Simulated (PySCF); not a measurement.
## How the method changes the constants of AlB⁻

State: ⁴Σ⁻ (quartet), unpaired electrons σ ↑, π ↑↑. Set-up: basis Al aug-cc-pV(D+d)Z, B aug-cc-pVDZ; no relativity; PySCF 2.14. De refers to Al⁻ + B in their high-spin ground configurations, without counterpoise correction. The functionals are run spin-unrestricted. A positive dipole points towards B; it is taken about the centre of mass and depends on that origin.

```
      Level  Re (Å)  ωe (cm⁻¹)  De (eV)  μ (D)
        UHF   2.046        654      n/a  -1.27
    UHF-MP2   2.097        581     3.00    n/a
UHF-SCS-MP2   2.092        591      n/a    n/a
   UHF-CCSD   2.098        583     2.74    n/a
UHF-CCSD(T)   2.110        570     2.90    n/a
        PBE   2.103        563     3.43  -1.83
       TPSS   2.095        577     3.26  -1.55
     r²SCAN   2.083        592     3.41  -1.42
      TPSSh   2.086        589     3.22  -1.54
       PBE0   2.080        594     3.28  -1.76
  BHandHLYP   2.065        608     2.84  -1.93
```

**Question.** Which functional lies closest to UHF-CCSD(T) in De, which farthest, and by how much do they differ from it?

**Answer.** Closest is BHandHLYP (-4.5 pm in Re, +6.7 % in ωe, -0.06 eV in De against UHF-CCSD(T) in the same basis), farthest PBE (-0.7 pm in Re, -1.2 % in ωe, +0.53 eV in De). CCSD(T) converges more slowly with the basis than the functionals do and binds too weakly in this one, so the order can change at the basis-set limit.

**Question.** What does a quarter of exact exchange do here, going from PBE to PBE0?

**Answer.** PBE0 less PBE: -2.3 pm in Re, +5.5 % in ωe, -0.15 eV in De. Exact exchange removes part of the self-interaction that spreads semilocal densities, and in most molecules shortens and stiffens the bond and lowers De; so it does here.

**Question.** What does the step from GGA to meta-GGA do here, going from PBE to r²SCAN?

**Answer.** r²SCAN less PBE: -2.0 pm in Re, +5.2 % in ωe, -0.02 eV in De. 

Correlated steps freeze 6 core orbitals. Correlated levels converge slowly with the basis: in double zeta they bind strong bonds too weakly, by up to about 1 eV, and carry superposition errors of some tenths. For an ion De counts to the pair picked by the measured ionisation energies or electron affinities, which need not be the lowest pair at this level. The highest Kohn–Sham level is positive in this anion. Much of that is self-interaction error, but it also means that the finite basis helps to hold the extra electron. The CCSD T1 diagnostic is raised, a sign that a single reference may not be enough here. The state was picked by a PBE0 search and need not be the measured ground state.

The whole job (state search and all levels along the bond) took about 1.5 min on 1 thread of AMD EPYC 9R14 (shared host), peak memory 0.77 GiB.
